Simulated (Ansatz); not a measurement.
**HAlSi, triplet: the ladder up to full CI**

Geometry: a point of a breathe scan, not a stationary point.

```xyz
3

Si    0.0000    0.0000    2.3810
Al    0.0000    0.0000   -0.2791
H     0.0000    0.0000   -2.1019
```

Basis 6-31G; Ansatz 0.2.0. Correlated methods freeze the noble-gas cores, which leaves 8 electrons in 18 orbitals. R marks a restricted (for open shells ROHF) determinant. Active spaces: valence = (8e, 9o) chosen from the atoms' valence shells.

Full CI is exact within this basis and frozen core; it isn't the basis-set limit.

- UHF ⟨S²⟩: 2.024
- T1 diagnostic (RCCSD): 0.0561
- largest doubles amplitude (RCCSD): 0.107
- T1 diagnostic (UCCSD): 0.0569

Problem. From what is known of these methods and the diagnostics, rank them by the size of their error in total energy against full CI in 6-31G, smallest first (an estimate: the text doesn't fix the numbers).
A. RMP2
B. RCCSD
C. NEVPT2 (valence space)
D. RHF
E. RCCSD(T)

Solution. E (48 meV), B (130 meV), C (202 meV), A (877 meV), D (2513 meV).

All errors are against full CI in 6-31G. T1 is large (0.056) while the doubles stay small, which points to orbital relaxation. Within each family the higher level lies nearer, as is usual though not guaranteed.

The full-CI state has the irrep A2 of C2v, in the program's axes (one component, if the state is degenerate).

Natural occupations of full CI about the gap: 1.962 1.942 1.885 0.973 0.973 0.104 0.050 0.050 0.028 0.008; effectively unpaired electrons, Σ n²(2−n)², 2.12.
